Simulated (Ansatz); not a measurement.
Basis-set extrapolation for NO₂ radical (PBE0-D4/def2-TZVP geometry, frozen core, the Gaussian-basis code of Ansatz). Multiplicity 2, UHF reference.

|  | cc-pV(T+d)Z | cc-pV(Q+d)Z |
| --- | --- | --- |
| HF | -204.112744 | -204.128709 |
| MP2 correlation | -0.665794 | -0.714766 |
| CCSD(T) correlation | -0.686690 | -0.733389 |

Energies in hartree. Use E(X) = E(∞) + A·exp(−5.46·√X) for Hartree–Fock and E(X) = E(∞) + B·X^(−3.05) for correlation, with X = 3 and 4.

**Question.** What is the CCSD(T) energy at the basis-set limit?

**Answer.** HF limit: -204.128709 + (-0.015965) × 0.30130 = -204.13352. Correlation limit: -0.733389 + (-0.046699) × 0.71189 = -0.76663. Total: -204.90015 hartree, 264.4 kJ/mol below CCSD(T)/cc-pV(T+d)Z.
